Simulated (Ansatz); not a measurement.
System (SMILES): [F][Al][F], doublet.
Atoms: Al1, F2, F3. Bonds: Al1-F2, Al1-F3.

Basis-set convergence of the optimised Al1-F2 bond length at B3LYP with Ansatz (an electronic-structure program). All functions are spherical. The program fits the integrals of some runs and decomposes those of others, by size. Open shells are unrestricted. No added dispersion term, no relativity. Reference: the value in def2-QZVPPD, 1.6519 Å, itself unsure by roughly 0.0011 Å (its mean distance from pcseg-3, def2-QZVPP, cc-pV(Q+d)Z). Deviations are taken from unrounded values.

| basis | functions |
|---|---|
| pcseg-0 | 31 |
| pcseg-1 | 46 |
| aug-pcseg-1 | 73 |
| pcseg-2 | 94 |
| aug-pcseg-2 | 142 |
| pcseg-3 | 184 |

Task: Which is the smallest pcseg set listed that can be trusted to 0.005 Å here, that is, within that of the reference together with its larger relatives (same family, alike in diffuse functions; a set with none to test it counts only in the reference's own line)?

Result: The smallest set listed that lies within 0.005 Å of the reference with all its larger relatives (same family, alike in diffuse functions; a set with none counts only in the reference's own line) is pcseg-2 (94 functions, -0.0016 Å off). Inside, with no larger relative to test it: aug-pcseg-2. Value minus reference: pcseg-0 0.0322, pcseg-1 0.0232, aug-pcseg-1 0.0265, pcseg-2 -0.0016, aug-pcseg-2 -0.0002, pcseg-3 -0.0020 Å.
